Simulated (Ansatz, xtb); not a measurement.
Species: C$_{3}$H$_{3}$, net charge 0, doublet state. It need not be the lowest isomer of its formula. 
Structure (B3LYP-D3(BJ)/def2-TZVP (Ansatz, a quantum-chemistry and plane-wave program) minimum search):
SMILES: C#C[CH2]
```xyz
6

C     -0.0011     0.0113     0.1144
C     -0.0126     0.1308     1.3291
C      0.0118    -0.1223    -1.2430
H     -0.0226     0.2347     2.3859
H      0.9454    -0.1572    -1.7878
H     -0.9114    -0.1960    -1.8016
```
Charge 0, spin multiplicity 2.

Harmonic wavenumbers from GFN2-xTB (xtb, at its own minimum), cm⁻¹: 289, 348, 494, 612, 660, 968, 1156, 1382, 2101, 3105, 3136, 3388.

Q: Give the harmonic wavenumbers at B3LYP-D3(BJ)/def2-TZVP (Ansatz, finite differences of forces, unscaled).

A: 357, 408, 457, 632, 695, 1034, 1092, 1461, 2011, 3147, 3236, 3464 cm⁻¹. Zero-point energy 25.7 kcal/mol.

Q: From these and the geometry, give the ideal-gas thermochemistry at 298.15 K and 1 atm (rigid rotor, harmonic oscillator).

A: Point group C2v, rotational symmetry number 2. Rotational constants 290.7, 9.601, 9.294 GHz. S(trans) 36.92, S(rot) 18.68, S(vib) 3.72, S(elec, spin only) 1.38, S 60.7 cal/(mol K). H(298) - H(0) 3.15 kcal/mol; G - E(el) 10.8 kcal/mol.
